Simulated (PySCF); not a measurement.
Functional dependence of a UV spectrum

C₄H₅F.
SMILES: `C[C@@H]1C=C1F`

Linear-response calculations in the def2-SVPD basis (PySCF; singlets by full response, triplets Tamm–Dancoff, core orbitals frozen in the response; HF means time-dependent Hartree–Fock). 'Strongest' is the level of largest summed f among the singlets computed (10 roots, of which the last may lack a degenerate partner); it can jump between rows when another state enters that window. S1 is the lowest singlet of each run and needn't be the same state throughout; f(S1) is that of one state. Isolated species at its PBE0-D3(BJ)/def2-SVP geometry, gas phase.

```tsv
functional	kind	S1 (eV)	f(S1)	strongest (eV)	T1 (eV)	HOMO (eV)	gap (eV)	ionisation energy, ΔSCF (eV)
LDA	LDA	6.23	0.031	7.46	4.64	-6.25	5.28	9.68
PBE	GGA	6.18	0.026	7.31	4.48	-6.09	5.38	9.45
B3LYP	global hybrid, 20% exact exchange	6.48	0.034	6.66	4.49	-7.08	7.15	9.61
PBE0	global hybrid, 25% exact exchange	6.67	0.047	6.67	4.44	-7.29	7.64	9.57
BHandHLYP	global hybrid, 50% exact exchange	6.84	0.067	6.84	4.41	-8.37	9.56	9.54
CAM-B3LYP	range-separated hybrid	6.69	0.054	6.69	4.46	-8.65	9.97	9.68
LC-wPBE	range-separated hybrid	6.93	0.079	6.93	4.37	-10.00	12.40	9.73
```

Task: What does wB97X-D (range-separated hybrid) give?

Result: S1 (eV) 6.78, f(S1) 0.069, strongest (eV) 6.78, T1 (eV) 4.59, HOMO (eV) -9.14, gap (eV) 11.35, ionisation energy, ΔSCF (eV) 9.60. S1 runs from 6.18 eV (PBE) to 6.93 eV (LC-wPBE), a spread of 0.75 eV, while the orbital gap spreads over 7.1 eV. Along PBE (0%), B3LYP (20%), PBE0 (25%), BHandHLYP (50%) S1 rises with the share of exact exchange. −ε(HOMO) comes closest to its own ΔSCF ionisation energy with LC-wPBE (+0.26 eV) and misses most with LDA (-3.43 eV).
